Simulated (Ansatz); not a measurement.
# ClHSi: the cost of one run

Program: Ansatz 0.2.0, Gaussian basis. Level of theory: def2-QZVPP, core rule «outside noble gas», up to 10 orbitals frozen. These are calculated values, not measurements.

To be run: UHF; ROHF; CCSD(T) on UHF.

2 further runs of the same task are left out: 2 set aside as unsound or not needed.

## Step 1: What is computed

The geometry is a PBE0/def2-TZVP stationary point (not a proven minimum) of the parent state, kept for this charge and spin.

3 atoms, charge 0, spin multiplicity 5.

Atoms are counted from 1 here; the program's logs count them from 0.

Bond lengths: Si1–Cl2 2.048 Å, Si1–H3 1.491 Å. Angles: Cl2–Si1–H3 115.5°.

## Step 2: UHF

Contents of in.yaml:

```yaml
crystal:
  periodic: [false, false, false]
  atoms:
    - {symbol: Si, position_ang: [0.000000, -0.097122, 1.110575]}
    - {symbol: Cl, position_ang: [0.000000, 0.042769, -0.932187]}
    - {symbol: H, position_ang: [0.000000, 1.201899, 1.843159]}
basis:
  gaussian: {orbitals: "def2-QZVPP.json"}
magnetization: {spin_polarized: true, initial_magnetization: 4}
hamiltonian: {xc: hf}
output: {orbitals: {seedname: orbitals}}
```

Run with:

```
$ ansatz run in.yaml --threads 1 --pin off --events-out ev --progress --plain --max-ram 2393MiB
```

Q: Estimate wall time and peak memory on 1 thread of Arm Neoverse V2, shared host.

About 19 s, with a peak of 0.41 GiB.
